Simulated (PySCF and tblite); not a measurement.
Values are calculated unless marked as measured or tabulated.
System: C4H8O, numbered as in [OH:1][CH:2]1[CH2:3][CH2:4][CH2:5]1.

Motion: rotation about the C2–O1 bond (torsion C3–C2–O1–H from -53° to 68°, rising). GFN2-xTB gives an electronic barrier of 2.4 kcal/mol and a reaction energy of 1.7 kcal/mol.

The barrier is low, and the GFN2-xTB saddle may lie off the DFT one, so take it as rough.

(1) What does PBE0/pcSseg-1 + D3(BJ) give on GFN2-xTB geometries?

Programs: tblite and PySCF.

## Answers

(1) A barrier of 1.8 kcal/mol, 0.6 below the tight-binding barrier (from unrounded values), a reaction energy of 0.2 kcal/mol and, with GFN2-xTB thermal terms, ΔG‡(298 K) = 1.3 kcal/mol and k = 1.3×10¹² s⁻¹ (2 equivalent paths).
